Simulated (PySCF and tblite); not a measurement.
Results of a calculation; reference values are marked as such.
System: C₅H₈, numbered as in [CH2:1]=[CH:2][C:3](=[CH2:4])[CH3:5].

Geometries: B3LYP-D3(BJ)/def2-SVP; energies: B3LYP/pcSseg-1 + D3(BJ), IEF-PCM chloroform; zero-point and thermal terms from GFN2-xTB harmonic modes (soft modes blended into free rotors). Rates follow Eyring's equation with the number of equivalent paths and no tunnelling. (PySCF 2.14 with density fitting, tblite 0.8.)

(1) What barrier does the rotation about the C2–C3 bond (torsion C1–C2–C3–C4 from -180° to -33°, rising) meet, and how fast is it at 298 K?

Results:

(1) The electronic barrier is 6.5 kcal/mol and ΔG‡(298 K) 6.2 kcal/mol, over a C1 saddle with an imaginary mode of 105i cm⁻¹ (GFN2-xTB). With 2 equivalent paths, k is 3.4×10⁸ s⁻¹, a mean lifetime of the start of 2.9 ns against this motion. The end lies 2.8 kcal/mol above the start in free energy.
